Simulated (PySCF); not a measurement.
**Li₂: from constants to spectrum**

RHF-CCSD(T) constants of Li₂, ¹Σg⁺ (singlet), closed shell (basis Li x2c-TZVPPall; spin-free X2C with a Gaussian nucleus; PySCF 2.14; masses 7.0160 and 7.0160 u):

```
ωe              : 340.4 cm⁻¹
ωexe            : 2.47 cm⁻¹
Be              : 0.65335 cm⁻¹
αe              : 0.00675 cm⁻¹
D (centrifugal) : 9.63e-06 cm⁻¹
De to Li + Li   : 0.97 eV
```

Question: Estimate the standard entropy (1 bar) and heat capacity of the ideal gas at 298.15 K, rigid rotor with B0 and harmonic oscillator at the fundamental.

Answer: Translation (Sackur–Tetrode, M = 14.03 u): 141.8 J/(mol K). Rotation: q = kT/(σB0) = 159 with σ = 2, 50.5. Vibration: x = hcν0/kT = 1.62, 5.16. S° = 197.4 J/(mol K); Cp = 7R/2 + 6.71 = 35.8 J/(mol K).

Measured values (Huber and Herzberg, Constants of Diatomic Molecules (1979)): ωe = 351.43 cm⁻¹, ωexe = 2.61 cm⁻¹, Be = 0.67264 cm⁻¹, αe = 0.00704 cm⁻¹.

Correlated steps freeze no core orbitals. Where the molecule has an RHF reference, its open-shell atoms are computed with UHF.
